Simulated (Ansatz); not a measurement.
**HO (quartet): from Hartree-Fock to the top rungs, def2-TZVPP**

An exercise on one series of results from a longer session: the logs are not shown, and one member is left open.

Program: Ansatz 0.2.0, Gaussian basis. Level of theory: def2-TZVPP, core rule «outside noble gas», up to 1 orbitals frozen. These are calculated values, not measurements.

The runs, in order: UHF; ROHF; CCSD(T) on UHF.

2 further runs of the same task are left out: 2 set aside as unsound or not needed.

### The system

The geometry is a PBE0/def2-TZVP stationary point (not a proven minimum) of the parent state, kept for this charge and spin.

2 atoms, charge 0, spin multiplicity 4.

Atoms are counted from 1 here; the program's logs count them from 0.

Bond lengths: O1–H2 1.035 Å.

Geometry (Å):

```xyz
2
HO
O     0.0000    0.0000    0.0000
H     0.0000    0.0000    1.0352
```

Set-up of the first run:

Contents of in.yaml:

```yaml
crystal:
  periodic: [false, false, false]
  atoms:
    - {symbol: O, position_ang: [0.000000, 0.000000, 0.000000]}
    - {symbol: H, position_ang: [0.000000, 0.000000, 1.035200]}
basis:
  gaussian: {orbitals: def2-TZVPP}
magnetization: {spin_polarized: true, initial_magnetization: 3}
hamiltonian: {xc: hf}
output: {orbitals: {seedname: orbitals}}
```

On the command line:

```
$ ansatz run in.yaml --threads 1 --pin off --events-out ev --progress --plain --max-ram 2560MiB --backend cpu
```

Among the steps run: UHF; ROHF; CCSD(T) on UHF.

One table of the session follows, with a row left open; its other results are not shown here.

It belongs to the step «Misses and costs». 

| method | from UCCSD(T) (kJ/mol) |
| --- | --- |
| ROHF | ? |
| UHF | +454.2 |
| UMP2 | +57.6 |
| UCCSD | +8.9 |
| UCCSD(T) | 0 |

Q: Estimate the row for ROHF from the others.

As computed: from UCCSD(T) (kJ/mol): +474.7. In the column «from UCCSD(T) (kJ/mol)» it is the highest.
